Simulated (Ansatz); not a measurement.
Basis-set extrapolation for C6H5F, SMILES `Fc1ccccc1` (PBE0-D4/def2-TZVP geometry, frozen core, Ansatz). Multiplicity 1, RHF reference.

```
                      def2-TZVPP   def2-QZVPP
                 HF  -329.682844  -329.696631
    MP2 correlation    -1.184345    -1.268305
CCSD(T) correlation    -1.263966      not run
```

Energies in hartree. Use E(X) = E(∞) + A·exp(−7.88·√X) for Hartree–Fock and E(X) = E(∞) + B·X^(−2.97) for correlation, with X = 3 and 4, and add CCSD(T) minus MP2 of the smaller set to the MP2 limit.

Q: What is the CCSD(T) energy at the basis-set limit?

A: HF limit: -329.696631 + (-0.013787) × 0.13774 = -329.69853. MP2 limit: -1.268305 + (-0.083960) × 0.74074 = -1.33050. Higher-order term: -1.263966 − (-1.184345) = -0.07962. Total: -331.10865 hartree, 101.6 kcal/mol below CCSD(T)/def2-TZVPP.
